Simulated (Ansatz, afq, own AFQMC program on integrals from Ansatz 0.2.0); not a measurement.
Two steps: Ansatz 0.2.0 writes the Fock matrix and Cholesky factors of the valence space, and afq projects on them the lowest state that overlaps trial and start.

```yaml
crystal:
  periodic: [false, false, false]
  atoms:
    - {symbol: Si, position_ang: [0.000000, 0.000000, 0.000000]}
    - {symbol: Al, position_ang: [0.000000, 0.000000, 2.397686]}
basis:
  gaussian: {orbitals: 6-31G}
total_charge: 1
magnetization: {spin_polarized: true, initial_magnetization: 2}
correlation: {method: ccsd_t, electrons: outside_noble_gas, hamiltonian_folder: ham}
```

```sh
$ ansatz run in.yaml --threads 1 --pin off --events-out ev --progress --plain --max-ram 24576MiB --backend cuda --devices 0, --max-vram 18GiB
```

Options of the walk:

```
--method phaseless --trial cisd --walkers 4000 --populations 20 --least-time 60 --time-step 0.005 --steps-per-block 50 --equilibration-blocks 28 --max-blocks 4000 --target-error 0.00015 --factor-cut 1e-05 --start spin_pure --seed 6209 --release-times 0.24,0.51,0.99,1.62,2.4 --release-step 0.03 --release-every 3 --taylor-order 6
```

Times are imaginary, in 1/Eh. The walk had a cap of 122 s. With eight or more populations the least sampling time is a fifth of least-time, and the error comes from their spread.

Log:

```
orbitals 16  electrons 4 2  factors 86 of 278
reference energy -530.46750480 Eh
CCSD correlation -0.06741244 Eh in 15 cycles, weight of the determinant in the CISD state 0.7693
energy of the start -530.530762 Eh
 block  time / (1/Eh)  mean weight  energy / Eh
     1     0.250  0.9999  -530.531819
     2     0.500  1.0000  -530.532810
     3     0.750  1.0000  -530.533675
     4     1.000  1.0000  -530.534459
     5     1.250  1.0000  -530.535083
     8     2.000  1.0000  -530.536630
    11     2.750  0.9999  -530.537490
    14     3.500  0.9999  -530.538264
    17     4.250  0.9999  -530.538204
    20     5.000  1.0001  -530.538427
    23     5.750  1.0000  -530.538700
    26     6.500  0.9998  -530.538776
    29     7.250  0.9999  -530.538874
    32     8.000  1.0000  -530.538935
    35     8.750  0.9999  -530.539434
    38     9.500  1.0000  -530.539344
    41    10.250  1.0000  -530.539236
    44    11.000  1.0001  -530.539084
    47    11.750  1.0000  -530.538999
    50    12.500  1.0000  -530.538830
    53    13.250  0.9997  -530.538851
    56    14.000  0.9999  -530.539220
    59    14.750  1.0001  -530.538546
    62    15.500  0.9999  -530.538450
    65    16.250  1.0000  -530.538189
    68    17.000  1.0001  -530.538500
    70    17.500  1.0000  -530.536835
    71    17.750  1.0000  -530.540076
    74    18.500  1.0001  -530.538861
    77    19.250  1.0000  -530.538409
    78    19.500  0.9996  -530.538616
error from the spread of 20 populations
released: time / (1/Eh)  energy / Eh  error  mean overlap
  0.24  -530.538732  0.000249  0.9994
  0.51  -530.538973  0.000077  1.0009
  0.99  -530.539208  0.000075  1.0003
  1.62  -530.539237  0.000062  1.0009
  2.40  -530.539409  0.000067  1.0010
energy -530.538880 +/- 0.000118 Eh
(rows thinned)
```

The run passed its tests (sampling time, drift between the halves within three errors, error under three times the target), which doesn't prove that it has relaxed. The second half of the sampling lies above the first by 2.3 errors of their difference, so the energy may still be moving and its error bar be too small.

Against this walk (error 3.2 meV) on the same determinant: CCSD(T) 30.7 meV higher, CCSDT(Q) 23.6 meV lower, CCSDTQ 21.9 meV lower, full CI 22.0 meV lower. The error is statistical and leaves out the bias of the constraint. The determinant has ⟨S²⟩ = 2.51, so the low cluster orders mix in higher spin, while the walk starts as a pure triplet. The released energies have errors that jump between times, so the bars are unsure (meV from the phaseless value at times in 1/Eh: 4 ± 7 at 0.24, -2.5 ± 2.1 at 0.51, -8.9 ± 2.0 at 0.99, -9.7 ± 1.7 at 1.62, -14.4 ± 1.8 at 2.40), so they give no level; they do show a bias of the constraint, and the last of them that isn't too noisy lies 8 meV above full CI. Full CI is exact here, so the walk's 22 meV above it is the walk's own error: the bias of the constraint with this trial, or a walk that hasn't relaxed. The determinant is a poor start (see the cautions), so the low cluster orders aren't to be relied on, and full CI is the sure value.

Cautions: constraint bias not in the error; strong correlation (T1 0.100, weight of the determinant 0.77, largest double 0.19); unrestricted determinant spin contaminated (⟨S²⟩ 2.51 against 2.00).

The walk took 20 s on 1 × NVIDIA H100 80GB HBM3 with 2 threads of AMD EPYC 7R13 Processor (Zen 3), on a shared host (the card was shared). The log's last line is the phaseless energy.

CCSDT and higher add their correlation energy to the determinant of the CCSD(T) run, since their own runs factorise the integrals more tightly (a shift of under 2 meV). A walk keeps the symmetry of its determinant, which the program's search chose and which needn't be the lowest solution, so a lower state of the same spin and another symmetry isn't excluded.
